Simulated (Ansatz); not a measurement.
# C₂H₈N₂: one species, many methods

The task here is to estimate one member of a computed series from the others.

Program: Ansatz 0.2.0, Gaussian basis. Level of theory: functionals in def2-TZVPP, the program's frozen cores in correlated methods. These are calculated values, not measurements.

The runs, in order: LDA (SPW92), PBE-D4, revPBE-D4, BLYP-D4, r2SCAN-D4, B97M-V, PBE0-D4, B3LYP-D4, r2SCANh-D4, r2SCAN0-D4, HSE06-D4, BHLYP-D4, CAM-B3LYP-D4, LC-ωPBE, ωB97X-V, ωB97M-V, B2PLYP, PBE-QIDH; CCSD(T)/def2-SVP; CCSD(T)/def2-TZVPP; MP2/def2-QZVPP; extrapolation to the limit; RPA on PBE.

**The geometry**

An earlier PBE0-D4 in a triple-zeta def2 set relaxation fixed the geometry.

SMILES `CC(N)N`, 12 atoms, charge 0, spin multiplicity 1.

Atoms are counted from 1 here; the program's logs count them from 0.

Bond lengths: C1–C2 1.521 Å, C1–H5 1.095 Å, C1–H6 1.092 Å, C1–H7 1.093 Å, C2–N3 1.450 Å, C2–N4 1.450 Å, C2–H8 1.103 Å, N3–H9 1.015 Å, N3–H10 1.012 Å, N4–H11 1.013 Å, N4–H12 1.012 Å. Angles: C2–C1–H5 111.5°, C2–C1–H6 110.6°, C2–C1–H7 109.8°, H5–C1–H6 107.7°, H5–C1–H7 108.2°, H6–C1–H7 108.9°, C1–C2–N3 114.9°, C1–C2–N4 109.0°, C1–C2–H8 108.1°, N3–C2–N4 106.2°, N3–C2–H8 105.9°, N4–C2–H8 112.9°, C2–N3–H9 109.1°, C2–N3–H10 110.7°, H9–N3–H10 108.0°, C2–N4–H11 109.6°, C2–N4–H12 111.2°, H11–N4–H12 108.4°.

Set-up of the first run:

in.yaml reads:

```yaml
crystal:
  periodic: [false, false, false]
  atoms:
    - {symbol: C, position_ang: [-0.592177, 0.993157, -0.451670]}
    - {symbol: C, position_ang: [-0.132717, -0.268652, 0.262932]}
    - {symbol: N, position_ang: [1.026313, -0.098198, 1.118115]}
    - {symbol: N, position_ang: [0.238225, -1.261501, -0.726079]}
    - {symbol: H, position_ang: [-1.476960, 0.806112, -1.068272]}
    - {symbol: H, position_ang: [-0.848375, 1.771427, 0.270948]}
    - {symbol: H, position_ang: [0.205626, 1.362060, -1.101671]}
    - {symbol: H, position_ang: [-0.949729, -0.605209, 0.923798]}
    - {symbol: H, position_ang: [1.798816, 0.256415, 0.563725]}
    - {symbol: H, position_ang: [0.833982, 0.572320, 1.851800]}
    - {symbol: H, position_ang: [0.507525, -2.119941, -0.261319]}
    - {symbol: H, position_ang: [-0.533430, -1.463391, -1.348409]}
basis:
  gaussian: {orbitals: def2-TZVPP}
hamiltonian: {xc: lda}
output: {orbitals: {seedname: orbitals}}
```

Command:

```bash
ansatz run in.yaml --threads 2 --pin off --events-out ev --progress --plain --max-ram 4352MiB
```

Among the steps run: LDA; PBE-D4 (GGA); revPBE-D4 (GGA); BLYP-D4 (GGA); r2SCAN-D4 (meta-GGA); B97M-V (meta-GGA); PBE0-D4 (hybrid); B3LYP-D4 (hybrid); r2SCANh-D4 (hybrid); r2SCAN0-D4 (hybrid); HSE06-D4 (hybrid); BHLYP-D4 (hybrid); CAM-B3LYP-D4 (range-separated); LC-ωPBE (range-separated); ωB97X-V (range-separated); ωB97M-V (range-separated); B2PLYP (double hybrid); PBE-QIDH (double hybrid).

One of the session's tables, all rows but one given; the rest of the session is left out.

It belongs to the step «Frontier levels by functional». 

```
  functional  HOMO (eV)  LUMO (eV)  gap (eV)
 LDA (SPW92)      -5.39       0.04      5.43
      PBE-D4      -5.30       0.18      5.47
   revPBE-D4      -5.25       0.25      5.49
     BLYP-D4      -5.22       0.14      5.35
   r2SCAN-D4      -5.59       0.94      6.54
      B97M-V      -5.79       0.35      6.14
     PBE0-D4      -6.75       0.99      7.74
    B3LYP-D4      -6.54       0.63      7.17
  r2SCANh-D4      -6.14       1.18      7.31
  r2SCAN0-D4      -6.96       1.50      8.46
    HSE06-D4      -6.35       0.62      6.97
    BHLYP-D4      -8.18       1.57      9.75
CAM-B3LYP-D4      -8.22       1.72      9.94
     LC-ωPBE      -9.56       3.05     12.61
     ωB97X-V          ?          ?         ?
     ωB97M-V      -9.16       2.39     11.55
```

**Question.** Estimate the row for ωB97X-V.

As computed: HOMO (eV): -9.24; LUMO (eV): 2.83; gap (eV): 12.08. In the column «HOMO (eV)» it lies between LC-ωPBE (-9.56) and ωB97M-V (-9.16).
